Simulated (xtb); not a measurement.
**[CH5N2]+ (SMILES NC=[NH2+]) at GFN2-xTB (hydrogen mass 1 u, md dump 20 fs, md temperature 300 K, md time 0.2 ps)**

We compute a short trajectory of [CH5N2]+. 

Program for the calculation: xtb 6.7.1.

5 further runs of the same task are left out: 2 that didn't finish, 3 set aside as unsound or not needed.

### 1 The system as given

The species is [CH5N2]+ (8 atoms), meant as a singlet with charge +1. As SMILES, `NC=[NH2+]`. Geometry: optimised at GFN2-xTB. This is one conformer, not always the lowest. The run starts from this shape.

Bond lengths: N1–C2 1.303 Å, C2–N3 1.303 Å, N1–H4 1.014 Å, N1–H5 1.011 Å, C2–H6 1.087 Å, N3–H7 1.011 Å, N3–H8 1.014 Å. Angles: N1–C2–N3 124.5°, N1–C2–H6 117.7°, N3–C2–H6 117.7°, C2–N1–H4 121.8°, C2–N1–H5 121.3°, C2–N3–H7 121.4°, C2–N3–H8 121.8°, H4–N1–H5 116.9°, H7–N3–H8 116.9°.

### 2 Molecular dynamics at GFN2-xTB (hydrogen mass 1 u, md dump 20 fs, md temperature 300 K, md time 0.2 ps)

File xtb.inp:

```
$md
   temp=300
   time=0.2
   step=0.25
   dump=20
   hmass=1
   shake=0
   nvt=false
$end
```

File coord:

```
$coord
     -0.993353434671      1.488310501233     -1.280913059055  n
     -0.062342064851      0.408520993622      0.725503653766  c
      1.039689519247     -1.792310742901      0.741018305250  n
     -0.913947142914      0.655262533714     -3.004248798408  h
     -1.831503662726      3.202405479836     -1.188467657038  h
     -0.215409880946      1.413477346698      2.510236594908  h
      1.731745020607     -2.546576028284      2.353842860834  h
      1.245102748993     -2.829071186655     -0.856971900257  h
$end
```

The run is started by

```console
$ xtb coord --chrg 1 --md --gfn2 --input xtb.inp -P 1 > xtb.out
```

**Question.** What will come out? Wanted: potential energy of the last frame.

Answer, from the run:

Level: GFN2-xTB (hydrogen mass 1 u, md dump 20 fs, md temperature 300 K, md time 0.2 ps).

| quantity | value |
| --- | --- |
| potential energy of the last frame | -10.06791 Eh |
